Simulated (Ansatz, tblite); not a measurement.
Cost and result up the ladder for the cluster Li₂F (3 atoms). The state is a doublet with charge 0. Geometry: B3LYP-D4/def2-TZVP.

```xyz
3

Li    0.7352    0.9603    0.7376
Li   -0.9833   -1.0055   -0.1700
F     0.2481    0.0452   -0.5676
```

Ansatz on 4 threads of Arm Neoverse V2 on a shared host; xTB runs through tblite on one thread. Times are rough, summed over both states, and most runs start from the orbitals of an earlier one. CCSD(T)/def2-TZVPP serves as the yardstick here, not as an exact answer. Differences are given only for rows in sets of like size (and for xTB, whose basis is part of the method), since another set adds its own error. The other state is a quartet at its own geometry, which has other bonds, so the gap mixes isomer and spin.

The xTB rows come from tblite. B3LYP takes the VWN-RPA correlation. Correlated methods freeze 1 core orbital; core or outer-core shells of Li are correlated, in sets that lack core-valence functions. In the quartet geometry the species has come apart into loosely held pieces. The structure comes from a short search, and lower isomers may exist.

Correlated methods converge slowly with the basis.

xTB has no spin-polarisation term.

```json
{"level": "GFN2-xTB", "functions": "12", "wall time": "0.002 s", "quartet − doublet (eV)": "8.29", "difference from CCSD(T)/def2-TZVPP (eV)": "1.12"}
{"level": "GFN1-xTB", "functions": "12", "wall time": "0.003 s", "quartet − doublet (eV)": "6.91", "difference from CCSD(T)/def2-TZVPP (eV)": "-0.25"}
{"level": "HF/STO-3G", "functions": "15", "wall time": "0.1 s", "quartet − doublet (eV)": "4.80", "difference from CCSD(T)/def2-TZVPP (eV)": "–"}
{"level": "MP2/def2-TZVP", "functions": "59", "wall time": "0.3 s", "quartet − doublet (eV)": "7.42", "difference from CCSD(T)/def2-TZVPP (eV)": "0.25"}
{"level": "BLYP-D4/def2-TZVP", "functions": "59", "wall time": "0.85 s", "quartet − doublet (eV)": "7.21", "difference from CCSD(T)/def2-TZVPP (eV)": "0.05"}
{"level": "B3LYP-D4/def2-TZVP", "functions": "59", "wall time": "0.85 s", "quartet − doublet (eV)": "7.14", "difference from CCSD(T)/def2-TZVPP (eV)": "-0.02"}
{"level": "BHLYP-D4/def2-TZVP", "functions": "59", "wall time": "0.95 s", "quartet − doublet (eV)": "6.83", "difference from CCSD(T)/def2-TZVPP (eV)": "-0.34"}
{"level": "RPA@PBE/def2-TZVP", "functions": "59", "wall time": "0.95 s", "quartet − doublet (eV)": "6.63", "difference from CCSD(T)/def2-TZVPP (eV)": "-0.54"}
{"level": "PBE-D4/def2-TZVP (with forces)", "functions": "59", "wall time": "1 s", "quartet − doublet (eV)": "7.23", "difference from CCSD(T)/def2-TZVPP (eV)": "0.06"}
{"level": "B2PLYP/def2-TZVP", "functions": "59", "wall time": "1 s", "quartet − doublet (eV)": "7.38", "difference from CCSD(T)/def2-TZVPP (eV)": "0.22"}
{"level": "PBE-QIDH/def2-TZVP", "functions": "59", "wall time": "1 s", "quartet − doublet (eV)": "7.12", "difference from CCSD(T)/def2-TZVPP (eV)": "-0.04"}
{"level": "CCSD(T)/def2-TZVPP", "functions": "69", "wall time": "1.4 s", "quartet − doublet (eV)": "7.16", "difference from CCSD(T)/def2-TZVPP (eV)": "0.00"}
{"level": "PBE0-D4/def2-TZVP", "functions": "59", "wall time": "1.4 s", "quartet − doublet (eV)": "6.98", "difference from CCSD(T)/def2-TZVPP (eV)": "-0.18"}
{"level": "r2SCAN-D4/def2-TZVP", "functions": "59", "wall time": "2 s", "quartet − doublet (eV)": "7.17", "difference from CCSD(T)/def2-TZVPP (eV)": "0.00"}
```
